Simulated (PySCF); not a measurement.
**C$_{2}$H$_{6}$O$_{3}$S: calculation and literature**

Structure with atom numbers: `[CH3:1][CH2:2][S:3](=[O:4])(=[O:5])[OH:6]` (H(Xn): hydrogen on atom n).

What is known from experiment: δ ¹³C C2 46.7; C1 8.0 ppm (measured; solution, not stated per compound (mostly CDCl3 or CCl4); Pretsch, Buehlmann, Badertscher, Structure Determination of Organic Compounds, 4th ed. (2009)).

- shieldings: GIAO PBE0/pcSseg-1
- geometry from GFN2-xTB
- code: PySCF 2.14.0 with density-fitted response routines
- one conformer, non-relativistic Hamiltonian, one averaged value for each set of equivalent atoms, gas phase

**Question.** What does the calculation give, and how does it compare?

**Answer.** 
Reference values: measured (solution, not stated per compound (mostly CDCl3 or CCl4); Pretsch, Buehlmann, Badertscher, Structure Determination of Organic Compounds, 4th ed. (2009)).
```csv
atoms,quantity,reference,computed,"computed, scaled"
C2,δ ¹³C,46.7,55.6,52.0
C1,δ ¹³C,8.0,10.3,7.9
```

Computed shifts are σ(ref) − σ with the named reference compound (TMS for H and C) calculated as an isolated molecule at the same level. The measured values may be among those fitted. Shieldings were converted by linear fits to measured shifts (mostly CDCl3, TMS scale, for H and C): ¹³C (scatter 2.1 ppm rms, 2.3 ppm with the 13 outliers that the fit left out). Occasional misses reach two or three times the rms, and more in compound classes unlike the fitted ones.

**Question.** How far are the unscaled ¹³C shifts from the references?

**Answer.** Mean signed difference +5.60 ppm, mean absolute 5.60 ppm over 2 comparisons; the largest is +8.9 ppm at C2 (sp3 CH2 bonded to S).
